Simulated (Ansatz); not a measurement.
This geometry of C$_{3}$H$_{6}$O$_{3}$ (12 atoms, charge 0, multiplicity 1) is a first-order saddle point.

All numbers below come from Ansatz 0.2.0, RKS PBE-D4/def2-SVP.

```xyz
12
Properties=species:S:1:pos:R:3
C 0.037 -1.989 -0.120
O -0.290 -0.824 0.639
C 0.576 0.258 0.498
C 0.020 1.400 0.018
O -1.291 1.462 -0.328
O 0.685 2.563 -0.138
H -0.780 -2.220 -0.840
H 0.976 -1.847 -0.695
H 0.157 -2.858 0.562
H 1.616 0.178 0.846
H -1.644 0.578 -0.074
H 0.014 3.245 -0.335
```

**Question.** Which two structures does it join? (They come from a converged band through this point; their orientation in space is the band's.)

**Answer.** No bond is made or broken. The dihedral H8–C1–O2–C3 goes from -59 to 62°. The two ends are copies of one structure, up to a mirror image or an exchange of like atoms.

Image 0:

```xyz
12
Properties=species:S:1:pos:R:3
C -0.124 -1.963 -0.240
O -0.645 -0.791 0.373
C 0.327 0.157 0.687
C 0.155 1.384 0.134
O -0.886 1.653 -0.695
O 0.959 2.442 0.365
H -0.979 -2.633 -0.458
H 0.419 -1.733 -1.185
H 0.579 -2.497 0.441
H 1.134 -0.101 1.389
H -1.404 0.815 -0.709
H 0.541 3.212 -0.067
```

Image 8:

```xyz
12
Properties=species:S:1:pos:R:3
C 0.061 -1.983 -0.033
O -0.211 -0.801 0.708
C 0.618 0.270 0.381
C -0.008 1.396 -0.044
O -1.360 1.461 -0.162
O 0.624 2.544 -0.361
H -0.047 -1.821 -1.131
H 1.095 -2.353 0.161
H -0.659 -2.757 0.299
H 1.705 0.182 0.525
H -1.671 0.584 0.164
H -0.070 3.223 -0.475
```

**Question.** How far does it lie above each of them?

**Answer.** 2.1 kcal/mol above the first and 2.1 kcal/mol above the second. This is the barrier of this one path; another mechanism may lie lower.

The run took 95 s on 2 threads of Intel(R) Xeon(R) Platinum 8488C (Sapphire Rapids) (shared host), peak memory 0.17 GiB.
